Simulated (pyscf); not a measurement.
Thermochemistry of product channels of `[O]=[GeH2]` on the singlet surface, in kcal/mol, from ωB97M-D3(BJ)/def2-TZVP energies (ideal gas, 1 atm, RRHO with modes under 100 cm⁻¹ raised to 100, one conformer, R ln 2 for rigid chiral ones). Optimised with ωB97X-D3(BJ)/def2-SVP in PySCF.

```tsv
products	ΔE	ΔH(298 K)	ΔG(600 K)	ΔG(1200 K)
`[O]=[Ge]` [singlet] + `[H][H]`	-15.4	-16.8	-32.3	-48.4
`[OH][GeH]` [singlet]	-30.4	-28.6	-29.7	-30.8
```

These are energies of the channels, which say nothing of barriers. Elements up to Kr have no core potential and no relativistic terms here.
